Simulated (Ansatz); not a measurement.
# Ladder of methods for the band gap of antifluorite Mg₂Sn

Reference value: 0.36 eV (measured, temperature not stated, no zero-point or thermal correction, indirect, Γ–X; as tabulated in Ryu et al. (2019), arXiv:1905.06140).

```
level (code)              value (eV)  difference (eV)
-------------------  ---------------  ---------------
LDA+SOC (Ansatz)                0.00            -0.36
PBE+SOC (Ansatz)                0.00            -0.36
PBEsol+SOC (Ansatz)             0.00            -0.36
HSE06+SOC (Ansatz)   0.01 (indirect)            -0.35
PBE0+SOC (Ansatz)    0.59 (indirect)            +0.23
```

Any of these levels can be the nearest once the reference is moved by up to 0.15 eV (a margin picked here for doubts on the reference and the settings, and for temperature and zero-point motion) and values within 0.03 eV count as equal. No gap at all, against the measurement: LDA+SOC, PBE+SOC, PBEsol+SOC.

Density-functional gaps are differences of (generalised) Kohn–Sham levels of a static lattice; semilocal ones lie below quasiparticle gaps as a rule. Measured gaps hold zero-point and thermal shifts unless a correction is named. A gap of zero means that the bands touch or overlap; how far they overlap is not shown.  Values are at the measured cell. Cutoffs and k meshes differ between the levels. Ansatz's density-functional and Hartree–Fock values are scalar-relativistic unless marked +SOC, with PAW data made under PBE.

Differences are worked out from the printed values.

Ansatz is a program for electronic structure.
